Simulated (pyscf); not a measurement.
Single points on ωB97X-D3(BJ)/def2-SVP structures (PySCF, gas phase).

Q: H₂C=Se + hydrogen (H₂) + hydrogen (H₂) -> H₃C–SeH + hydrogen (H₂)
Surface: singlet. Broken: H–H, H–H. Formed: C–H, H–Se, H–H. Give ΔE‡ and ΔE from ωB97M-D3(BJ)/def2-TZVP, relative to the separated reactants.

A: ΔE‡ = 24.6 kcal/mol, ΔE = -44.1 kcal/mol. Zero-point energy shifts the barrier by +5.3 kcal/mol. It is a multi-bond step, with an imaginary mode of 1239i cm⁻¹. One saddle was located; it need not be the lowest between these sides. Elements up to Kr have no core potential and no relativistic terms here.
